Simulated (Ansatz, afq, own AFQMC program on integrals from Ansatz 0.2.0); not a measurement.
# Where AFQMC and coupled cluster stand for CH$_{4}$, singlet

```yaml
atoms:
  - { symbol: C, position_ang: [0.0000, 0.0000, 0.0000] }
  - { symbol: H, position_ang: [0.5596, 0.5613, 0.5606] }
  - { symbol: H, position_ang: [-0.5627, -0.5584, 0.5604] }
  - { symbol: H, position_ang: [-0.5583, 0.5597, -0.5636] }
  - { symbol: H, position_ang: [0.5615, -0.5626, -0.5575] }
```

Basis 6-31G. Only valence electrons are correlated. Integrals, coupled cluster, full CI and functionals: Ansatz 0.2.0; the random walks run on the same integrals in our own AFQMC program. ph-AFQMC/CISD is guided by a CISD state made of CCSD amplitudes; releasing the constraint for a short imaginary time cuts its bias at the price of noise, slowly where states lie close. Error bars are statistical, one sigma.

Determinant: RHF, the one that the program's search chose, which needn't be the lowest solution. The geometry is a point of a scan.

Full CI on the same integrals is exact in this basis and with this determinant's frozen core.

```
T1 diagnostic                               : 0.0027
weight of the determinant in the CISD state : 0.958
size of the correlated space                : 8 electrons in 16 orbitals
```

Reference: full CI, correlation energy -2.950 eV. The released energy is read at 2.40 1/Eh (meV from the phaseless value at times in 1/Eh: 0.0 ± 0.6 at 0.24, 0.8 ± 0.6 at 0.51, 1.9 ± 0.5 at 0.99, 1.9 ± 0.5 at 1.62, 1.9 ± 0.7 at 2.40).

```tsv
level	E − E(reference) (meV)	share of correlation (%)
HF	2949.7	0.00
MP2	493.3	83.28
CCSD	39.4	98.66
CCSD(T)	6.6	99.78
CCSDT	1.9	99.93
CCSDT(Q)	0.0	100.00
CCSDTQ	0.1	100.00
ph-AFQMC/CISD	-2.2 ± 1.1	100.07
released AFQMC	-0.3 ± 0.7	100.01
```

CCSDT and higher add their correlation energy to the determinant of the CCSD(T) run, since their own runs factorise the integrals more tightly (a shift of under 2 meV). A walk keeps the symmetry of its determinant, which the program's search chose and which needn't be the lowest solution, so a lower state of the same spin and another symmetry isn't excluded. Released energies are given only where the last usable release times agree within the noise; a slower fall can still hide under it.
